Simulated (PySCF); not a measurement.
Ligands exchanged one at a time, Si Cl-C2H5. Gas-phase values, no solvent. One relaxed conformer stands for each flexible species; it need not be the lowest. Strings in code marks are SMILES.

These are PySCF with B3LYP-D3(BJ)/def2-TZVP // B3LYP-D3(BJ)/def2-SVP values and carry that method's errors. All candidates: neutral, multiplicity 1. B3LYP has the VWN-RPA correlation part, as in Gaussian. Delta-SCF ions had no search for a lower state. Excitations are Tamm–Dancoff values on a coarser integration grid. The basis has no diffuse functions, so Rydberg states are missing or too high.

```
Quantity                                   Value
--------------------------------------  --------
HOMO                                    -9.26 eV
S1 excitation (TDA)                      6.93 eV
vertical ionisation energy (Delta-SCF)  11.36 eV
```

Q: Name which member has these values.
A. `Cl[Si](Cl)(Cl)Cl`
B. `CC[Si](Cl)(Cl)Cl`
C. `CC[Si](Cl)(Cl)CC` (C–C–Si–Cl torsion -179°, Cl–Si–C–C torsion 63°)
D. `CC[Si](Cl)(CC)CC`

A: A, `Cl[Si](Cl)(Cl)Cl`. The others give `CC[Si](Cl)(Cl)CC` (C–C–Si–Cl torsion -179°, Cl–Si–C–C torsion 63°): -7.99 eV, 7.40 eV, 9.87 eV; `CC[Si](Cl)(CC)CC`: -7.69 eV, 7.31 eV, 9.55 eV; `CC[Si](Cl)(Cl)Cl`: -8.76 eV, 7.39 eV, 10.74 eV
